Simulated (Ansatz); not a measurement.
CsCl-type TlBr, treated with HSE06 in Ansatz (plane waves, PAW).

Settings: plane-wave cutoff 500 eV, 6×6×6 k mesh, gaussian smearing 0.02 eV, scalar-relativistic PAW data made under PBE.

Cell (relaxed at this level):

```yaml
crystal:
  lattice:
    - [4.03356, 0.00000, 0.00000]
    - [0.00000, 4.03356, 0.00000]
    - [0.00000, 0.00000, 4.03356]
  atoms:
    - { symbol: Tl, position: [0.00000, 0.00000, 0.00000] }
    - { symbol: Br, position: [0.50000, 0.50000, 0.50000] }
```

Problem. Predict the band gap.

Solution. 
- band gap: 2.67 eV (on the SCF k mesh)

Measured, for comparison: band gap 2.68 eV (temperature not stated, not corrected to a static lattice, detector crystals, literature values; as tabulated in Piasecki et al. (2022), doi:10.1039/d1ma01259b).

Spin–orbit coupling is not included; with these elements it can move the gap by several tenths of an eV or more.

Static lattice: no zero-point or thermal effects.

The result took around 7 core-minutes (rough).

Ansatz is an electronic-structure program.
